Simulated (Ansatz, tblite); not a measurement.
**How methods differ on C4H9ClO (2-chloroethyl ethyl ether)**

C4H9ClO has 15 atoms, charge 0, and is taken as a singlet. SMILES: `CCOCCCl`. Geometry: relaxed at PBE0-D4/def2-TZVP. This is one conformer, not always the lowest.

```xyz
15

C     0.4469   -2.3431   -0.0721
C     0.6640   -0.8534   -0.0156
O    -0.4489   -0.2168   -0.6055
C    -0.3522    1.1812   -0.6591
C    -0.8049    1.8150    0.6431
Cl   -0.7019    3.5879    0.5233
H    -0.4530   -2.6217    0.4794
H     0.3318   -2.6743   -1.1058
H     1.2981   -2.8670    0.3679
H     0.7935   -0.5287    1.0266
H     1.5779   -0.5726   -0.5599
H     0.6719    1.5013   -0.8930
H    -1.0019    1.5205   -1.4690
H    -0.1799    1.5145    1.4829
H    -1.8413    1.5574    0.8566
```

Each level gives the atomisation enthalpy at 298 K (kJ/mol). The values are calculated. The thermal term (zero-point and 298 K enthalpy, harmonic and unscaled) is that of IPEA1-xTB; the spin-orbit lowering of the free atoms at 298 K, 3.9 kJ/mol by their spectra, is taken off.

Measured value to compare with: CRC Handbook of Chemistry and Physics; in doubt, as an older value, an estimate or one at odds with other calculations gives the atomisation enthalpy at 298 K of the gas as 5501 kJ/mol.

```tsv
level	kind	program	value (kJ/mol)	computed − measured	CPU time (all runs)
GFN1-xTB	semi-empirical	tblite	6544	+1043	under 2 s
HF/6-31G* (spherical functions)	Hartree–Fock	Ansatz	3902	-1599	4.9 s
SVWN5/6-31G* (spherical functions)	LDA	Ansatz	6314	+813	8.2 s
PBE/6-31G* (spherical functions)	GGA	Ansatz	5561	+60	12 s
r2SCAN/6-31G* (spherical functions)	meta-GGA	Ansatz	5437	-64	27 s
BHLYP/6-31G* (spherical functions)	global hybrid	Ansatz	5243	-258	17 s
MP2/6-31G* (spherical functions)	perturbation theory	Ansatz	5001	-500	6.1 s
CCSD(T)/6-31G* (spherical functions)	coupled cluster or CI	Ansatz	4936	-565	64 s
```

Nearest: PBE/6-31G* (spherical functions) (+60 kJ/mol); farthest: HF/6-31G* (spherical functions) (-1599 kJ/mol). Computed less measured by kind, in kJ/mol (of the ab initio rows, those in 6-31G*): semi-empirical +1043; Hartree–Fock -1599; LDA +813; GGA +60; meta-GGA -64; global hybrid -258; perturbation theory -500; coupled cluster or CI -565. Wave-function methods converge slowly with the basis and bind too weakly in sets of this size; that is part of their error here. Times are those of the runs behind each value, whatever else they computed, on shared processors of several kinds: orders of magnitude only.
